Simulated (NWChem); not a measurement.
Everything below was run with NWChem. System: tetrafluoromethane (CF₄), charge 0, spin multiplicity 1, optimised in this run. Level: PBE0/def2-SVP.

The NWChem input:

```
start mol
memory heap 200 mb stack 800 mb global 1000 mb
geometry units angstroms
  F      1.072939     0.000000     0.758705
  C      0.000000     0.000000    -0.000012
  F     -1.072939     0.000000     0.758705
  F      0.000000     1.072953    -0.758701
  F      0.000000    -1.072953    -0.758701
  symmetry group C2v
end
basis spherical
  * library def2-svp
end
dft
  xc pbe0
  semidirect memsize 60000000 filesize 0
  iterations 100
end
driver
  maxiter 80
end
task dft optimize
task dft freq
```

Output (cleaned and shortened):

```
             Northwest Computational Chemistry Package (NWChem) 7.3.0
             --------------------------------------------------------

                                NWChem Input Module
                                -------------------

 Scaling coordinates for geometry "geometry" by  1.889725989
 (inverse scale =  0.529177249)

 Turning off AUTOSYM since
 SYMMETRY directive was detected!

          ------
          auto-z
          ------
  Looking for out-of-plane bends

                             Geometry "geometry" -> ""
                             -------------------------

 Output coordinates in angstroms (scale by  1.889725989 to convert to a.u.)

  No.       Tag          Charge          X              Y              Z
 ---- ---------------- ---------- -------------- -------------- --------------
    1 F                    9.0000     1.07293900     0.00000000     0.75870500
    2 C                    6.0000     0.00000000     0.00000000    -0.00001200
    3 F                    9.0000    -1.07293900     0.00000000     0.75870500
    4 F                    9.0000     0.00000000     1.07295300    -0.75870100
    5 F                    9.0000     0.00000000    -1.07295300    -0.75870100

 Effective nuclear repulsion energy (a.u.)     206.8286524156

            Nuclear Dipole moment (a.u.)
            ----------------------------
        X                 Y               Z
 ---------------- ---------------- ----------------
     0.0000000000     0.0000000000     0.0000000000

      Symmetry information
      --------------------

 Group name             C2v
 Group number             16
 Group order               4
 No. of unique centers     3

      Symmetry unique atoms

     1    2    4


 Summary of "ao basis" -> "" (spherical)
 ------------------------------------------------------------------------------
       Tag                 Description            Shells   Functions and Types
 ---------------- ------------------------------  ------  ---------------------
 *                          def2-svp                  on all atoms

                           NWChem Geometry Optimization
                           ----------------------------

 maximum gradient threshold         (gmax) =   0.000450
 rms gradient threshold             (grms) =   0.000300
 maximum cartesian step threshold   (xmax) =   0.001800
 rms cartesian step threshold       (xrms) =   0.001200
 fixed trust radius                (trust) =   0.300000
 maximum step size to saddle      (sadstp) =   0.100000
 energy precision                  (eprec) =   5.0D-06
 maximum number of steps          (nptopt) =   80
 initial hessian option           (inhess) =    0
 line search option               (linopt) =    1
 hessian update option            (modupd) =    1
 saddle point option              (modsad) =    0
 initial eigen-mode to follow     (moddir) =    0
 initial variable to follow       (vardir) =    0
 follow first negative mode     (firstneg) =    T
 apply conjugacy                    (opcg) =    F
 source of zmatrix                         =   autoz

          -------------------
          Energy Minimization
          -------------------

 Names of Z-matrix variables
    1              2              3              4              5
    6              7              8              9             10

 Variables with the same non-blank name are constrained to be equal

 Using diagonal initial Hessian
 Scaling for Hessian diagonals: bonds = 1.00  angles = 0.25  torsions = 0.10

          --------
          Step   0
          --------

                         Geometry "geometry" -> "geometry"
                         ---------------------------------

 Output coordinates in angstroms (scale by  1.889725989 to convert to a.u.)

  No.       Tag          Charge          X              Y              Z
 ---- ---------------- ---------- -------------- -------------- --------------
    1 F                    9.0000     1.07293900     0.00000000     0.75870500
    2 C                    6.0000     0.00000000     0.00000000    -0.00001200
    3 F                    9.0000    -1.07293900     0.00000000     0.75870500
    4 F                    9.0000     0.00000000     1.07295300    -0.75870100
    5 F                    9.0000     0.00000000    -1.07295300    -0.75870100

 Effective nuclear repulsion energy (a.u.)     206.8286524156

            Nuclear Dipole moment (a.u.)
            ----------------------------
        X                 Y               Z
 ---------------- ---------------- ----------------
     0.0000000000     0.0000000000     0.0000000000

      Symmetry information
      --------------------

 Group name             C2v
 Group number             16
 Group order               4
 No. of unique centers     3

      Symmetry unique atoms

     1    2    4

                                 NWChem DFT Module
                                 -----------------

 Summary of "ao basis" -> "ao basis" (spherical)
 ------------------------------------------------------------------------------
       Tag                 Description            Shells   Functions and Types
 ---------------- ------------------------------  ------  ---------------------
 F                          def2-svp                 6       14   3s2p1d
 C                          def2-svp                 6       14   3s2p1d

 Summary of "ao basis" -> "ao basis" (spherical)
 ------------------------------------------------------------------------------
       Tag                 Description            Shells   Functions and Types
 ---------------- ------------------------------  ------  ---------------------
[...]
   14   -1.10372D+00 -3.86791D-01 -1.67185D+00  2.59840D-06 -1.58078D+01 -7.00069D+00  1.10372D+00 -3.86791D-01 -1.67185D+00 -3.80398D-07
   15   -1.67186D+00 -2.20687D+00 -1.86883D+00  2.02849D-06 -7.00065D+00 -1.08575D+01  1.67186D+00 -2.20687D+00 -1.86883D+00 -3.14699D-07

              11           12           13           14           15
   ----- ----- ----- ----- -----
   11    1.79480D+01
   12   -9.44243D+00  1.12712D+01
   13   -3.08852D-07  9.40522D-08  4.59462D+00
   14   -4.61129D+00 -5.34918D-01 -2.73404D-07  1.79480D+01
   15    5.34923D-01  1.09518D+00 -2.09463D-07  9.44243D+00  1.12712D+01


 ----------------------------------------------------------------------------
 Normal Eigenvalue ||         Derivative Dipole Moments (debye/angs)
  Mode   [cm**-1]  ||      [d/dqX]             [d/dqY]           [d/dqZ]
 ------ ---------- || ------------------ ------------------ -----------------
    1       -3.012 ||      -0.000               0.000            -0.000
    2       -2.514 ||       0.000               0.000            -0.000
    3       -2.399 ||      -0.000               0.000            -0.000
    4        1.169 ||       0.000               0.000             0.000
    5        1.385 ||       0.000              -0.000             0.000
    6        1.642 ||       0.000              -0.000             0.000
    7      443.422 ||       0.000              -0.000             0.000
    8      443.441 ||      -0.000               0.000            -0.000
    9      641.866 ||      -0.004              -0.003             0.371
   10      641.880 ||       0.034              -0.370            -0.003
   11      641.880 ||      -0.369              -0.034            -0.005
   12      939.869 ||      -0.000              -0.000            -0.000
   13     1340.808 ||       3.258              -0.001             0.152
   14     1340.812 ||      -0.152              -0.006             3.258
   15     1340.830 ||       0.001               3.261             0.006
 ----------------------------------------------------------------------------

 ----------------------------------------------------------------------------
 Normal Eigenvalue ||                 Infra Red Intensities
  Mode   [cm**-1]  || [atomic units] [(debye/angs)**2] [(KM/mol)] [arbitrary]
 ------ ---------- || -------------- ----------------- ---------- -----------
    1       -3.012 ||    0.000000           0.000         0.000       0.000
    2       -2.514 ||    0.000000           0.000         0.000       0.000
    3       -2.399 ||    0.000000           0.000         0.000       0.000
    4        1.169 ||    0.000000           0.000         0.000       0.000
    5        1.385 ||    0.000000           0.000         0.000       0.000
    6        1.642 ||    0.000000           0.000         0.000       0.000
    7      443.422 ||    0.000000           0.000         0.000       0.000
    8      443.441 ||    0.000000           0.000         0.000       0.000
    9      641.866 ||    0.005969           0.138         5.819       0.639
   10      641.880 ||    0.005968           0.138         5.818       0.639
   11      641.880 ||    0.005967           0.138         5.817       0.639
   12      939.869 ||    0.000000           0.000         0.000       0.000
   13     1340.808 ||    0.461039          10.637       449.444      49.360
   14     1340.812 ||    0.461069          10.637       449.473      49.363
   15     1340.830 ||    0.461038          10.637       449.443      49.360
 ----------------------------------------------------------------------------

        Vibrational analysis via the FX method
  --- with translations and rotations projected out ---
  --- via the Eckart algorithm                      ---
 Projected Nuclear Hessian trans-rot subspace norm:2.7697D-33
                         (should be close to zero!)

          --------------------------------------------------------
          MASS-WEIGHTED PROJECTED HESSIAN (Hartree/Bohr/Bohr/Kamu)
          --------------------------------------------------------

               1            2            3            4            5            6            7            8            9           10
   ----- ----- ----- ----- -----
    1    1.79474D+01
    2    1.32189D-06  4.59463D+00
    3    9.44213D+00 -4.75123D-07  1.12710D+01
    4   -1.58072D+01  5.15571D-07 -7.00005D+00  5.46451D+01
    5    3.28026D-06 -5.90752D+00 -3.13926D-06  2.17325D-06  5.46467D+01
    6   -7.00023D+00  6.79069D-07 -1.08572D+01 -1.52308D-05  4.89545D-06  5.46451D+01
    7   -4.61103D+00 -8.29919D-07  5.34942D-01 -1.58072D+01 -5.36773D-06  7.00024D+00  1.79474D+01
    8   -7.59028D-06  8.73869D-01  3.69733D-06 -4.16527D-06 -5.90750D+00 -4.10070D-06  8.29854D-06  4.59461D+00
    9   -5.34948D-01 -1.46061D-06  1.09526D+00  7.00007D+00 -1.40846D-06 -1.08572D+01 -9.44213D+00  5.03646D-06  1.12710D+01
   10   -3.86771D-01  1.86039D+00 -2.20688D+00 -5.90748D+00 -1.18175D-05  3.10481D-06 -3.86774D-01 -1.86038D+00  2.20687D+00  4.59466D+00
   11    1.10372D+00 -3.86741D-01  1.67185D+00 -1.11591D-06 -1.58078D+01  7.00069D+00 -1.10372D+00 -3.86742D-01  1.67185D+00  6.14618D-07
   12   -1.67187D+00  2.20686D+00 -1.86874D+00 -5.62877D-06  7.00053D+00 -1.08575D+01  1.67187D+00  2.20685D+00 -1.86874D+00  6.82192D-06
   13   -3.86780D-01 -1.86039D+00 -2.20688D+00 -5.90748D+00  1.21777D-05 -1.67499D-06 -3.86765D-01  1.86039D+00  2.20688D+00  8.73866D-01
   14   -1.10372D+00 -3.86739D-01 -1.67185D+00  3.03841D-06 -1.58078D+01 -7.00069D+00  1.10372D+00 -3.86741D-01 -1.67185D+00 -1.57947D-07
   15   -1.67186D+00 -2.20686D+00 -1.86874D+00 -1.68866D-06 -7.00053D+00 -1.08575D+01  1.67186D+00 -2.20686D+00 -1.86874D+00  8.26671D-07

              11           12           13           14           15
   ----- ----- ----- ----- -----
   11    1.79480D+01
   12   -9.44246D+00  1.12712D+01
   13   -1.03606D-06 -1.30517D-06  4.59467D+00
   14   -4.61125D+00 -5.34942D-01 -1.40733D-06  1.79480D+01
   15    5.34945D-01  1.09526D+00  2.08293D-06  9.44246D+00  1.12712D+01

 center of mass
 --------------
 x =   0.00000000 y =   0.00000000 z =  -0.00000152

 moments of inertia (a.u.)
 ------------------
         313.158628075124           0.000000000000           0.000000000000
           0.000000000000         313.160571135585           0.000000000000
           0.000000000000           0.000000000000         313.162573519568

 Rotational Constants
 --------------------
 A=   0.192235 cm-1  (  0.276578 K)
 B=   0.192234 cm-1  (  0.276576 K)
 C=   0.192233 cm-1  (  0.276574 K)

 Temperature                      =   298.15K
 frequency scaling parameter      =   1.0000

 Zero-Point correction to Energy  =   11.109 kcal/mol  (  0.017704 au)
 Thermal correction to Energy     =   13.531 kcal/mol  (  0.021563 au)
 Thermal correction to Enthalpy   =   14.123 kcal/mol  (  0.022507 au)

 Total Entropy                    =   65.832 cal/mol-K
   - Translational                =   39.319 cal/mol-K (mol. weight =  87.9936)
   - Rotational                   =   23.545 cal/mol-K (symmetry #  =        2)
   - Vibrational                  =    2.968 cal/mol-K

 Cv (constant volume heat capacity) =   12.376 cal/mol-K
   - Translational                  =    2.979 cal/mol-K
   - Rotational                     =    2.979 cal/mol-K
   - Vibrational                    =    6.417 cal/mol-K


 ----------------------------------------------------------------------------
 Normal Eigenvalue ||    Projected Derivative Dipole Moments (debye/angs)
  Mode   [cm**-1]  ||      [d/dqX]             [d/dqY]           [d/dqZ]
 ------ ---------- || ------------------ ------------------ -----------------
    1       -0.000 ||       0.000              -0.000             0.000
    2       -0.000 ||      -0.000               0.000            -0.000
    3       -0.000 ||       0.000              -0.000            -0.000
    4       -0.000 ||       0.000              -0.000            -0.000
    5        0.000 ||      -0.000              -0.000             0.000
    6        0.000 ||       0.000               0.000             0.000
    7      443.422 ||       0.000              -0.000             0.000
    8      443.441 ||      -0.000               0.000            -0.000
    9      641.865 ||      -0.003              -0.004             0.371
   10      641.880 ||       0.046              -0.368            -0.003
   11      641.880 ||      -0.368              -0.046            -0.004
   12      939.869 ||       0.000              -0.000            -0.000
   13     1340.808 ||       3.256              -0.003             0.186
   14     1340.812 ||      -0.186              -0.007             3.256
   15     1340.830 ||       0.002               3.261             0.007
 ----------------------------------------------------------------------------

 ----------------------------------------------------------------------------
 Normal Eigenvalue ||           Projected Infra Red Intensities
  Mode   [cm**-1]  || [atomic units] [(debye/angs)**2] [(KM/mol)] [arbitrary]
 ------ ---------- || -------------- ----------------- ---------- -----------
    1       -0.000 ||    0.000000           0.000         0.000       0.000
    2       -0.000 ||    0.000000           0.000         0.000       0.000
    3       -0.000 ||    0.000000           0.000         0.000       0.000
    4       -0.000 ||    0.000000           0.000         0.000       0.000
    5        0.000 ||    0.000000           0.000         0.000       0.000
    6        0.000 ||    0.000000           0.000         0.000       0.000
    7      443.422 ||    0.000000           0.000         0.000       0.000
    8      443.441 ||    0.000000           0.000         0.000       0.000
    9      641.865 ||    0.005969           0.138         5.819       0.639
   10      641.880 ||    0.005968           0.138         5.818       0.639
   11      641.880 ||    0.005967           0.138         5.817       0.639
   12      939.869 ||    0.000000           0.000         0.000       0.000
   13     1340.808 ||    0.461039          10.637       449.444      49.360
   14     1340.812 ||    0.461069          10.637       449.473      49.363
   15     1340.830 ||    0.461038          10.637       449.443      49.360
 ----------------------------------------------------------------------------

 Task  times  cpu:       37.0s     wall:       37.0s

 Total times  cpu:       39.7s     wall:       39.7s
```
